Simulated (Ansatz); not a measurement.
How far each method lies from full CI for AsH, triplet

Geometry: that of the AsH⁻, doublet, kept fixed.

```xyz
2

As    0.0000    0.0000    0.0000
H     0.0000    0.0000    1.5478
```

Basis aug-cc-pVDZ; Ansatz 0.2.0. Correlated methods freeze the noble-gas cores and the filled d shells of p-block atoms, which leaves 6 electrons in 31 orbitals. R marks a restricted (for open shells ROHF) determinant, U an unrestricted one. Active spaces: valence = (6e, 5o) chosen from the atoms' valence shells. No spin–orbit coupling is included, and no scalar relativity.

Full CI is exact within this basis and frozen core; it isn't the basis-set limit. The frozen core follows each run's orbitals, which can shift R against U totals by a few meV for light atoms and by up to 0.1 eV past Ca.

For open shells CISD and CISDTQ are restricted-active-space CI with the open shells as a complete middle space.

```
UHF ⟨S²⟩                          : 2.019
T1 diagnostic (RCCSD)             : 0.0200
largest doubles amplitude (RCCSD) : 0.060
```

```json
{"level": "RHF", "E − E(full CI) (meV)": "2921", "share of correlation (%)": "0.00", "wall time": "–"}
{"level": "RMP2", "E − E(full CI) (meV)": "634", "share of correlation (%)": "78.28", "wall time": "–"}
{"level": "CISD", "E − E(full CI) (meV)": "154", "share of correlation (%)": "94.71", "wall time": "1.1 s"}
{"level": "RCCSD", "E − E(full CI) (meV)": "82", "share of correlation (%)": "97.20", "wall time": "–"}
{"level": "RCCSD(T)", "E − E(full CI) (meV)": "17", "share of correlation (%)": "99.40", "wall time": "1.9 s"}
{"level": "BCCD(T)", "E − E(full CI) (meV)": "17", "share of correlation (%)": "99.41", "wall time": "1.2 s"}
{"level": "RCCSDT", "E − E(full CI) (meV)": "2", "share of correlation (%)": "99.92", "wall time": "–"}
{"level": "CISDTQ", "E − E(full CI) (meV)": "1", "share of correlation (%)": "99.95", "wall time": "29 s (H100)"}
{"level": "RCCSDT(Q)", "E − E(full CI) (meV)": "0", "share of correlation (%)": "99.99", "wall time": "4.1 s"}
{"level": "RCCSDTQ", "E − E(full CI) (meV)": "0", "share of correlation (%)": "100.01", "wall time": "11 s (H100)"}
{"level": "CASSCF (valence space)", "E − E(full CI) (meV)": "2358", "share of correlation (%)": "19.27", "wall time": "–"}
{"level": "NEVPT2 (valence space)", "E − E(full CI) (meV)": "571", "share of correlation (%)": "80.45", "wall time": "1.3 s"}
{"level": "MRCISD (valence space)", "E − E(full CI) (meV)": "105", "share of correlation (%)": "96.39", "wall time": "–"}
{"level": "MRCISD+Q (valence space)", "E − E(full CI) (meV)": "-18", "share of correlation (%)": "100.61", "wall time": "1.6 s"}
```

The correlation energy at full CI, counted from RHF, is -2.921 eV. That run took 9 s on 2 threads of AMD EPYC 7R13 with a shared H100 80 GB, shared host over 5,037,396 determinants.

Run but not shown, since their state or frozen core can't be matched to the reference's or they repeat it: UHF, UMP2, UCCSD, UCCSD(T), UCCSDT, UCCSDT(Q), UCCSDTQ.

Times hold each run's SCF and search for its determinant on a shared host, so for small cases they say little of a method's own cost; rows without a card ran on 1 thread of AMD EPYC 7R13.

Not variational, and here over 5 meV under the exact energy: MRCISD+Q (valence space).

The full-CI state has the irrep A2 of C2v, in the program's axes (one component, if the state is degenerate).

Natural occupations of full CI about the gap: 1.957 1.932 0.990 0.990 0.045 0.013 0.013 0.012 0.012 0.010; effectively unpaired electrons, Σ n²(2−n)², 2.03.
